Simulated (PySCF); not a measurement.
Isomers of C3H3ClO. The calculation used PBE0-D3(BJ)/def2-SVP geometry optimisation, gas phase in PySCF. One conformer each; no zero-point energy, no entropy. No frequencies were run at this level. Point groups hold within 0.08 Å.

Task: Order them by energy at this level, lowest first, and give relative energies in kcal/mol.
A. `[O:1]=[CH:2]/[CH:3]=[CH:4]\[Cl:5]` with O1–C2–C3–C4 180°
B. `[CH2:1]=[CH:2][C:3](=[O:4])[Cl:5]` with C1–C2–C3–O4 2°
C. `[CH2:1]=[C:2]([Cl:3])[CH:4]=[O:5]` with C1–C2–C4–O5 0°
D. `[O:1]=[C:2]=[CH:3][CH2:4][Cl:5]` with C2–C3–C4–Cl5 100°

Result: B (0.0), D (10.3), A (11.4), C (11.8).

Neighbours under 2.5 kcal/mol apart (O=C=CCCl and O=C/C=C\Cl; O=C/C=C\Cl and C=C(Cl)C=O) can change places with a better method, another conformer or zero-point energy.

```
    SMILES      E (Eh)  E rel (kcal/mol)  dipole (D)  point group      A, B, C (MHz)
C=CC(=O)Cl  -650.87622               0.0        3.04           Cs   9206, 2659, 2063
  O=C=CCCl  -650.85977              10.3        1.78           C1  13581, 1716, 1620
O=C/C=C\Cl  -650.85809              11.4        2.81           Cs  13254, 1954, 1703
C=C(Cl)C=O  -650.85736              11.8        1.45           Cs   8686, 2676, 2046
```
